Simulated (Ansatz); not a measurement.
## AlO: state-averaged CASSCF

Computed with Ansatz's Gaussian-basis code (development build). State-averaged CASSCF with equal weights; occupations are averaged over the states; levels count from the state that is lowest in CASSCF. The basis is small, far from the limit. Solutions may break the symmetry of the shape. Lower solutions, or ones in other orbitals, may exist. CASSCF levels without dynamic correlation can be off by over 1 eV. The average may hold one member of a degenerate pair alone.

Geometry: bond length 1.6200 Å.

Basis cc-pV(T+d)Z on Al, cc-pVTZ on O, nonrelativistic, 6 orbitals frozen in the corrections; active space CAS(5,5). Averaged: 3 doublets.

(1) Give the levels in order.

Same geometry.

Basis cc-pV(T+d)Z on Al, cc-pVTZ on O, nonrelativistic, 6 orbitals frozen in the corrections; active space CAS(5,5). Averaged: 1 doublet, 1 quartet.

(2) Give the levels in order, with their spins.

Geometry: bond length 1.6180 Å.

Basis def2-SVP, nonrelativistic, 6 orbitals frozen in the corrections; active space CAS(7,7). Averaged: 2 doublets.

(3) Give the levels in order.

Results:

(1) 

```csv
state,CASSCF (eV)
doublet,0.000
doublet,0.225
doublet,0.225
```

Occupations: 1.67, 1.65, 1.65, 0.02, 0.02.

(2) 

| state | CASSCF (eV) |
| --- | --- |
| doublet | 0.000 |
| quartet | 2.506 |

Occupations: 1.98, 1.45, 1.00, 0.55, 0.01.

(3) 

| state | CASSCF (eV) | SC-NEVPT2 (eV) |
| --- | --- | --- |
| doublet | 0.000 | 0.000 |
| doublet | 1.015 | 0.955 |

Occupations: 1.97, 1.96, 1.50, 1.47, 0.04, 0.04, 0.02.
